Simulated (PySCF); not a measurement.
Name the molecule from its bond curve

A diatomic of charge 0 contains O. Its doublet curve at CAM-B3LYP in a double-zeta basis (no relativity, PySCF), in eV from the separated fragments:

(R (Å), E (eV)): (0.839, -3.890), (0.877, -4.243), (0.916, -4.449), (0.946, -4.528), (0.975, -4.555), (1.004, -4.539), (1.043, -4.466), (1.092, -4.309), (1.151, -4.054), (1.228, -3.646)

The fit gives ωe = 3734 cm⁻¹ and the rotational constant Bₑ = 18.59 cm⁻¹.

Task: Which atom is the partner?

Result: The minimum lies at 0.978 Å, so the reduced mass is 16.8576 u Å² cm⁻¹/(Bₑ·Re²) = 0.9481 u. With O at 15.99 u the partner weighs about 1.0 u: H. The molecule is OH.

The state is the lowest determinant that a PBE0 search found; another state may lie lower at other levels.
